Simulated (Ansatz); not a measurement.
F₂H−, SMILES `F[H-]F`. Charge -1, multiplicity 1.

```xyz
3

F     0.125   -1.136    0.028
H     0.000    0.000    0.000
F    -0.125    1.136   -0.028
```

(1) Give the diagnostics of a CCSD(T)/def2-TZVPPD run (frozen core, Ansatz). (Best estimate.)

Answers

(1) The calculation gave: T1 = 0.0145, largest single amplitude 0.021, largest double 0.025, (T) share of the correlation energy 2.9 %, 9 CCSD cycles. The RHF solution is stable towards an unrestricted one. T1 lies under the customary mark of 0.02 for closed shells.
